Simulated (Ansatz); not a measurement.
We consider 1T (CdI2-type) PdTe2, described by rVV10 (Ansatz, a quantum-chemistry and plane-wave program, PAW).

Settings: plane-wave cutoff 520 eV, 18×18×12 k mesh (along the axes of the cell as run), Fermi–Dirac smearing 0.05 eV, scalar-relativistic PAW data made under PBE.

Energies at three volumes about the minimum:

| V (Å³/atom) | E − E_lowest (meV/atom) |
|---|---|
| 25.609 | 1.89 |
| 26.132 | 0.00 |
| 26.654 | 1.68 |

Q: Fit a parabola by hand: where is the minimum, and what is the bulk modulus?

A: Slopes: (0.00 − 1.89)/(26.132 − 25.609) = -3.614 and (1.68 − 0.00)/(26.654 − 26.132) = 3.218 meV/Å³. Curvature E″ = 2 × (3.218 − (-3.614))/(26.654 − 25.609) = 13.076 meV/Å⁶. From the middle of the first interval, the slope vanishes at V0 = 25.8705 − (-3.614)/13.076 = 26.147 Å³/atom. B = V0 E″ = 26.147 × 13.076 meV/Å³ × 0.1602 GPa per meV/Å³ = 54.8 GPa. The full Birch–Murnaghan fit to all volumes gives V0 = 26.132 Å³/atom and B0 = 54.3 GPa.

Shape and atoms are relaxed at each volume.

Note: the volume lies 8 % above that of the published cell; the bulk modulus comes from volumes at which shape and atoms were relaxed.
